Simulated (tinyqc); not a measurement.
Inside a calculation (part 2 of 2). Method: UHF in the sto-3g basis, for OH+, spin multiplicity 3. Computed by tinyqc, a small Python program that keeps every step (integrals from PySCF). Command: `OMP_NUM_THREADS=1 python tinyqc.py 26129 26130 out.jsonl` (the two numbers bound the seeds that draw the settings). One thread of a shared host (Intel(R) Xeon(R) Processor @ 2.60GHz), about 0.1 s of CPU time with the checks.

Geometry (angstrom):
```
atom       x       y       z
O     0.0000  0.0000  0.0000
H     0.0000  0.0000  0.8940
```

## Convergence

Stop when the energy changes by less than 1e-08 hartree and every element of the error matrix X^T (F D S - S D F) X (for each spin) is below 3e-05.

Course of the cycle:
```
iteration  E (hartree)     change  largest element of the error matrix
1           -73.483927          -                             4.36e-01
2           -73.988853  -5.05e-01                             1.15e-01
3           -74.008410  -1.96e-02                             1.18e-02
4           -74.008543  -1.33e-04                             3.03e-03
5           -74.008576  -3.29e-05                             4.21e-04
6           -74.008577  -7.70e-07                             1.19e-04
7           -74.008577  -4.33e-08                             8.12e-06
8           -74.008577  -1.35e-10                             1.83e-06
```

PySCF UHF in the same basis, after a stability check = -74.008577 hartree

Converged in 8 iterations.

## Populations, bond orders and dipole

D(alpha) after iteration 8, lower triangle:
```
          1O 1s    1O 2s  1O 2px  1O 2py  1O 2pz   2H 1s
1O 1s    1.0584
1O 2s   -0.2481   1.0787
1O 2px   0.0000   0.0000  1.0000
1O 2py   0.0000   0.0000  0.0000  1.0000
1O 2pz   0.0239  -0.1541  0.0000  0.0000  0.6898
2H 1s   -0.0036  -0.0478  0.0000  0.0000  0.2766  0.1112
```

D(beta) after iteration 8, lower triangle:
```
          1O 1s    1O 2s  1O 2px  1O 2py  1O 2pz   2H 1s
1O 1s    1.0558
1O 2s   -0.2332   1.0040
1O 2px   0.0000   0.0000  0.0000
1O 2py   0.0000   0.0000  0.0000  0.0000
1O 2pz   0.0387  -0.2245  0.0000  0.0000  0.6255
2H 1s   -0.0189   0.0024  0.0000  0.0000  0.3102  0.1680
```

overlap S, lower triangle:
```
         1O 1s   1O 2s  1O 2px  1O 2py  1O 2pz   2H 1s
1O 1s   1.0000
1O 2s   0.2367  1.0000
1O 2px  0.0000  0.0000  1.0000
1O 2py  0.0000  0.0000  0.0000  1.0000
1O 2pz  0.0000  0.0000  0.0000  0.0000  1.0000
2H 1s   0.0627  0.5171  0.0000  0.0000  0.4144  1.0000
```

Mulliken: Z minus the diagonal of D S on the atom; Loewdin: the same with S^(1/2) D S^(1/2); Mayer order: 2 sum_s sum (D(s) S)_ij (D(s) S)_ji over the two atoms.

Charges (e):
```
atom  Mulliken  Loewdin  Mulliken spin
1O      0.4974   0.6375         2.0957
2H      0.5026   0.3625        -0.0957
```

Mayer bond orders:
```
pair   order
2-1   0.7383
```

dipole moment about the origin, x y z (debye): 0.0000  0.0000  2.4872

<S^2> of the determinant (pure state: 2) = 2.0064
